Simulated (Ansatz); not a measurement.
Ansatz (a quantum-chemistry and plane-wave program) input (wB97M-V/6-31G**): A basis named .json is the Basis Set Exchange file of that set (core-valence sets with the plain set on hydrogen).

Ansatz 0.2 input:
```yaml
crystal:
  periodic: [false, false, false]
  atoms:
    - {symbol: H, position_ang: [-0.00000000, 0.00000000, -0.54877328]}
    - {symbol: F, position_ang: [-0.00000000, 0.00000000, -1.46803256]}
basis:
  gaussian:
    orbitals: 6-31G__.json
    ghost_atoms:
      - {symbol: C, position_ang: [0.00000000, -0.00000000, 1.77071609]}
      - {symbol: H, position_ang: [0.51593378, -0.89362352, 1.42025061]}
      - {symbol: H, position_ang: [-0.00000000, 0.00000000, 2.85805859]}
      - {symbol: H, position_ang: [0.51593378, 0.89362352, 1.42025061]}
      - {symbol: H, position_ang: [-1.03186756, 0.00000000, 1.42025061]}
hamiltonian:
  xc: {name: wB97M-V}
magnetization: {spin_polarized: false}
```

Output:

```
Functional definition: wB97M-V
integrals: 0.02 GiB planned
448 factors; their error is unknown
integrals: 0.06 GiB planned
113 factors; integrals over basis functions are off by at most 3.5e-5 eV
mean field: 0.16 GiB planned
mean field evaluation 1: about -2730.8755 eV, gradient 2.7e1 eV
mean field evaluation 2: about -2731.1890 eV, gradient 2.5e1 eV
mean field evaluation 4: about -2731.9699 eV, gradient 2.1e-1 eV
mean field evaluation 8: about -2731.9676 eV, gradient 8.5e-3 eV
mean field -2731.96757629 eV, -100.3979566345 hartree, gradient 4.2e-5 eV, S^2 0.000000; 0 other end points of the search recorded, 0 dependent functions left out
reference -2731.96759532 eV, -100.3979573337 hartree; 5, 5 occupied and 50, 50 virtual orbitals, 448 factors
Total energy: -2731.96759532 eV, -100.3979573337 hartree
```
